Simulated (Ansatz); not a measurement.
Structure relaxation of Nb2H3

All numbers below come from DFT r2SCAN, scalar-relativistic, plane waves, PAW (Ansatz 0.2.0). Cutoff 500 eV, Γ-centred k mesh, Gaussian smearing, no spin polarisation in the final step.

Nb2H3 was placed on the A-type sesquioxide structure type (P-3m1, No. 164), with Nb in place of La, H in place of O, at a guessed volume.

```
CELL_PARAMETERS angstrom
3.30916 0.00000 0.00000
-1.65458 2.86582 0.00000
0.00000 0.00000 5.14852
ATOMIC_POSITIONS crystal
Nb 0.33333 0.66667 0.24500
Nb 0.66667 0.33333 0.75500
H 0.00000 0.00000 0.00000
H 0.33333 0.66667 0.64500
H 0.66667 0.33333 0.35500
```

Cell and atoms relax at zero pressure; the relaxation can't lower the symmetry of the start. After a coarse first stage the cell is made exact in the group found at 0.06 Å.

Energies over the elements count from the elements' standard structures at the same level (H₂ as a molecule), with no empirical corrections.

Problem. Which crystal results?

Solution. It keeps P-3m1 (No. 164). The result has the A-type sesquioxide structure. Conventional cell: a = 3.069 Å, c = 5.365 Å. Around Nb lie 4 H at 1.96–2.01 Å and 3 H at 2.17 Å; H on Wyckoff site a (1 atom of the primitive cell) has 6 Nb at 2.17 Å; H on Wyckoff site d (2 atoms of the primitive cell) is coordinated by 4 Nb at 1.96–2.01 Å and 3 H at 2.12 Å.

Space group P-3m1 (No. 164). a = 3.069 Å, b = 3.069 Å, c = 5.365 Å, α = 90.00°, β = 90.00°, γ = 120.00°
| atom | site | symmetry | x | y | z |
| --- | --- | --- | --- | --- | --- |
| Nb | 2d | 3m. | 0.3333 | 0.6667 | 0.2346 |
| H | 1a | -3m. | 0.0000 | 0.0000 | 0.0000 |
| H | 2d | 3m. | 0.3333 | 0.6667 | 0.6091 |

Problem. What are its volume, energy, density and gap?

Solution. The volume per atom is 8.75 Å³ and the density is 7.17 g/cm³. The energy over the elements is -0.21 eV/atom and the gap on the 12×12×8 mesh is 0 eV (a metal).

The final run used a 12×12×8 mesh on its 5-atom cell and 0.10 eV smearing. For metals, differences of a few meV/atom aren't resolved. A structure relaxed within its symmetry needn't be a true minimum.

Cost: 3 runs of about 2.1 core-minutes in all, on Intel Xeon Platinum 8259CL (Skylake/Cascade Lake) (shared hosts).